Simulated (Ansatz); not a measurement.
in.yaml

```yaml
crystal:
  periodic: [false, false, false]
  atoms:
    - {symbol: Si, position_ang: [0.000000, -0.075247, 0.000000]}
    - {symbol: H, position_ang: [0.000000, 1.048353, -1.895828]}
    - {symbol: H, position_ang: [0.000000, 1.048351, 1.895829]}
basis:
  gaussian: {orbitals: "6-31G*", fitting: {mean_field: def2-universal-jkfit}}
magnetization: {spin_polarized: false, initial_magnetization: 2}
correlation: {method: fic_mrcisd_q, electrons: valence, active_space: {window: {electrons: 4, orbitals: 5}, states: [{multiplicity: 3, weights: [1, 1]}, {multiplicity: 5, weights: [1]}]}}
scf: {lower_state_search: full}
```

```sh
$ ansatz run in.yaml --threads 1 --pin off --events-out ev --progress --plain --max-ram 2393MiB
```

Log:

```
164 factors; integrals over basis functions are off by at most 1.4e-1 eV
mean field evaluation 1: about -7886.5442 eV, gradient 5.0e0 eV
mean field evaluation 2: about -7886.8543 eV, gradient 1.8e0 eV
mean field evaluation 4: about -7886.9161 eV, gradient 3.6e-1 eV
mean field evaluation 8: about -7885.9895 eV, gradient 6.9e0 eV
mean field evaluation 16: about -7886.9359 eV, gradient 1.0e0 eV
mean field evaluation 32: about -7886.8585 eV, gradient 4.0e0 eV
mean field evaluation 64: about -7884.5605 eV, gradient 2.8e-3 eV
mean field evaluation 96: about -7886.9238 eV, gradient 3.1e-1 eV
mean field evaluation 128: about -7886.9275 eV, gradient 2.1e-3 eV
mean field -7887.02559408 eV, -289.8428445643 hartree, gradient 8.2e-6 eV, S^2 2.000000; 15 other end points of the search recorded, 0 dependent functions left out
reference -7886.92746648 eV, -289.8392384416 hartree; 9, 7 occupied and 14, 16 virtual orbitals, 164 factors
state -7888.28511087 eV, -289.8891309526 hartree
state -7887.12990664 eV, -289.8466779803 hartree
contracted CI cycle   1: correlation 0.00000000 eV, 0.0000000000 hartree, residual 8.02e0 eV
...
state -7888.28511087 eV, -289.8891309526 hartree; corrected -7890.25069063 eV, -289.9613646767 hartree
...
state -7887.12990664 eV, -289.8466779803 hartree; corrected -7888.99661933 eV, -289.9152784062 hartree
state -7885.86129742 eV, -289.8000574515 hartree
contracted CI cycle   1: correlation 0.00000000 eV, 0.0000000000 hartree, residual 7.88e0 eV
contracted CI cycle   2: correlation -1.68844392 eV, -0.0620491696 hartree, residual 1.46e0 eV
contracted CI cycle   3: correlation -1.76584695 eV, -0.0648936785 hartree, residual 6.79e-1 eV
contracted CI cycle   4: correlation -1.78119823 eV, -0.0654578276 hartree, residual 2.56e-1 eV
contracted CI cycle   5: correlation -1.78323008 eV, -0.0655324966 hartree, residual 7.69e-2 eV
contracted CI cycle   6: correlation -1.78347236 eV, -0.0655414003 hartree, residual 4.18e-2 eV
contracted CI cycle   7: correlation -1.78352509 eV, -0.0655433380 hartree, residual 1.50e-2 eV
contracted CI cycle   8: correlation -1.78353148 eV, -0.0655435728 hartree, residual 4.30e-3 eV
contracted CI cycle   9: correlation -1.78353192 eV, -0.0655435890 hartree, residual 1.55e-3 eV
contracted CI cycle  10: correlation -1.78353198 eV, -0.0655435914 hartree, residual 4.68e-4 eV
state -7885.86129742 eV, -289.8000574515 hartree; corrected -7887.77019647 eV, -289.8702081976 hartree
Total energy: -7889.00583548 eV, -289.9156170935 hartree
```

Natural occupations, averaged over the states: 1.2610 1.2059 1.0000 0.4356 0.0974.

The total printed last is the weighted mean of the 3 states, 1.245 eV above the lowest of them, and is no single state's energy.

Ran on 1 thread of Arm Neoverse V2, shared host: 0.78 s wall, 0.15 GiB peak host memory.
